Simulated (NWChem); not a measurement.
Species: N2 cation, doublet

All runs: NWChem. Pople sets run with spherical d functions. Spin-unrestricted. No stability test was run on the SCF state. B3LYP is NWChem's, with the RPA form of VWN correlation. The level has its own optimisation; frequencies are unscaled.

### Question
Predict the results for B3LYP/6-31G*. Quantities: r N–N (Å); highest harmonic frequency (cm⁻¹); zero-point energy (kcal/mol).

### Answer
```
Quantity                           Result
---------------------------------  ------
r N–N (Å)                           1.117
highest harmonic frequency (cm⁻¹)    2344
zero-point energy (kcal/mol)          3.4
```
